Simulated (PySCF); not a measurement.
Isomers of [C5H7]+ (charge +1), mass 67.055 u with the commonest isotopes. Computed with PBE0-D3(BJ)/def2-SVP geometry optimisation, gas phase (PySCF). One conformer each, none proved a minimum here; rigid rotors.

Question: Order these by radius of gyration √(Σ m r²/M), smallest first.
A. `[CH3:1][C+:2]1[CH:3]=[CH:4][CH2:5]1` (charge +1) with C1–C2–C3–C4 136°, C3–C4–C5–C2 -24°, C1–C2–C5–C4 -139°
B. `C1=CCC[CH+]1`
C. `C#C[C+](C)C`

Answer: B (1.366 Å), A (1.440 Å), C (1.660 Å).

Question: Order these by rotational constant C, largest first.
A. `[CH3:1][C+:2]1[CH:3]=[CH:4][CH2:5]1` (charge +1) with C1–C2–C3–C4 136°, C3–C4–C5–C2 -24°, C1–C2–C5–C4 -139°
B. `C1=CCC[CH+]1`
C. `[C+](C#C)(C)C`

Answer: B (4142 MHz), A (3863 MHz), C (2783 MHz).

Question: Order these by rotational constant A, smallest first.
A. `C1=CCC[CH+]1`
B. `C(#C)[C+](C)C`
C. `[CH3:1][C+:2]1[CH:3]=[CH:4][CH2:5]1` (charge +1) with C1–C2–C3–C4 136°, C3–C4–C5–C2 -24°, C1–C2–C5–C4 -139°

Answer: A (8095 MHz), B (8664 MHz), C (10316 MHz).

| SMILES | point group | Ia (u·Å²) | Ib (u·Å²) | Ic (u·Å²) | κ | μa (D) | μb (D) | μc (D) |
| --- | --- | --- | --- | --- | --- | --- | --- | --- |
| C[C+]1C=CC1 | – | 48.99 | 98.33 | 130.82 | -0.60 | 0.31 | 0.26 | 0.58 |
| C#C[C+](C)C | C2 | 58.33 | 129.44 | 181.60 | -0.62 | 0.03 | 0.01 | 0.00 |
| C1=CCC[CH+]1 | C2v | 62.43 | 65.68 | 122.02 | 0.80 | 0.20 | 0.00 | 0.01 |
